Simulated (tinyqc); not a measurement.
Worked calculation: MP2 on RHF in the sto-3g basis, frozen core, for H2O, spin multiplicity 1. One step of it, computed by the program tinyqc.

Question. Iteration 8 (converged): orbitals. Diagonalise F' = X^T F X, C = X C', fill 5 alpha and 5 beta electrons from the bottom; D = 2 C_occ C_occ^T. Each column has its largest component positive (the first on a tie).

converged F (hartree), lower triangle:
```
,1O 1s,1O 2s,1O 2px,1O 2py,1O 2pz,2H 1s,3H 1s
1O 1s,-20.239426
1O 2s,-5.162159,-2.418408
1O 2px,0.000000,0.000000,-0.384566
1O 2py,0.000000,0.000000,0.000000,-0.263867
1O 2pz,-0.026883,-0.089080,0.000000,0.000000,-0.299872
2H 1s,-0.974643,-0.882115,0.000000,-0.381061,-0.327653,-0.471260
3H 1s,-0.974643,-0.882115,0.000000,0.381061,-0.327653,-0.285445,-0.471260
```

X:
```
,1,2,3,4,5,6,7
1O 1s,-0.330823,0.000000,0.743599,0.000000,-0.614341,0.000000,0.169787
1O 2s,1.096551,0.000000,-0.284768,0.000000,-0.293441,0.000000,0.441897
1O 2px,0.000000,0.000000,0.000000,1.000000,0.000000,0.000000,0.000000
1O 2py,0.000000,0.900145,0.000000,0.000000,0.000000,0.679347,0.000000
1O 2pz,0.487807,0.000000,0.657002,0.000000,0.641764,0.000000,0.198122
2H 1s,-0.691382,-0.802015,-0.171954,0.000000,0.140676,0.381235,0.379702
3H 1s,-0.691382,0.802015,-0.171954,0.000000,0.140676,-0.381235,0.379702
```

Give: F' = X^T F X; orbital energies; coefficients C; D after iteration 8.

Answer.

F' = X^T F X (hartree), lower triangle:
```
,1,2,3,4,5,6,7
1,-0.0338
2,0.0000,0.6476
3,1.9360,0.0000,-8.8944
4,0.0000,0.0000,0.0000,-0.3846
5,-1.4632,0.0000,8.7923,0.0000,-9.4426
6,0.0000,0.1060,0.0000,0.0000,0.0000,-0.5706
7,0.3343,0.0000,-3.9754,0.0000,4.2617,0.0000,-3.0197
```

orbital energies (hartree): MO1 -20.2479, MO2 -1.2254, MO3 -0.5797, MO4 -0.4335, MO5 -0.3846, MO6 0.5164, MO7 0.6567

coefficients C:
```
,MO1,MO2,MO3,MO4,MO5,MO6,MO7
1O 1s,0.9943,-0.2367,0.0000,0.0958,0.0000,-0.1215,0.0000
1O 2s,0.0250,0.8658,0.0000,-0.4950,0.0000,0.7547,0.0000
1O 2px,0.0000,0.0000,0.0000,0.0000,1.0000,0.0000,0.0000
1O 2py,0.0000,0.0000,0.5994,0.0000,0.0000,0.0000,0.9553
1O 2pz,0.0035,0.0987,0.0000,0.7704,0.0000,0.7193,0.0000
2H 1s,-0.0051,0.1515,0.4488,0.3064,0.0000,-0.7448,-0.7662
3H 1s,-0.0051,0.1515,-0.4488,0.3064,0.0000,-0.7448,0.7662
```

D after iteration 8, lower triangle:
```
,1O 1s,1O 2s,1O 2px,1O 2py,1O 2pz,2H 1s,3H 1s
1O 1s,2.1077
1O 2s,-0.4550,1.9906
1O 2px,0.0000,0.0000,2.0000
1O 2py,0.0000,0.0000,0.0000,0.7185
1O 2pz,0.1079,-0.5917,0.0000,0.0000,1.2067
2H 1s,-0.0232,-0.0411,0.0000,0.5380,0.5020,0.6366
3H 1s,-0.0232,-0.0411,0.0000,-0.5380,0.5020,-0.1692,0.6366
```
